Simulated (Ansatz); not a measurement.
A calculation on rhombohedral A7 Sb returned lattice constant a 4.411 Å, lattice parameter c 11.759 Å, equilibrium volume per atom 33.03 Å³/atom.

For reference: lattice constant a 4.301 Å (measured, 78 K, not corrected to a static lattice; as tabulated in Schiferl, Barrett, J. Appl. Cryst. 2, 30 (1969), COD 9009654); lattice parameter c 11.232 Å (measured, 78 K, not corrected to a static lattice; as tabulated in Schiferl, Barrett, J. Appl. Cryst. 2, 30 (1969), COD 9009654); equilibrium volume per atom 29.68 Å³/atom (measured, copied from a table, unchecked, extrapolated to 0 K and zero-point effects removed; as tabulated in Lejaeghere et al. (2013), arXiv:1204.2733).

Task: Which level of theory produced these numbers?
A. PBE-D4 (Ansatz, a quantum-chemistry and plane-wave program)
B. r²SCAN-D4 (Ansatz)
C. r²SCAN (Ansatz)
D. rVV10 (Ansatz)

Result: D, rVV10 (Ansatz)

The others give: PBE-D4 4.322 Å, 11.041 Å, 29.77 Å³/atom; r²SCAN 4.340 Å, 11.611 Å, 31.58 Å³/atom; r²SCAN-D4 4.328 Å, 11.399 Å, 30.81 Å³/atom.

Unless a cell is named, each level is at its own relaxed cell (PBE-D4 29.77, r²SCAN 31.58, r²SCAN-D4 30.81, rVV10 33.03 Å³/atom).

Caveats: the cell comes from a level without a dispersion term, which matters for the spacing of layers, chains or molecules (r²SCAN). Ansatz's density-functional and Hartree–Fock values are scalar-relativistic unless marked +SOC, with PAW data made under PBE.
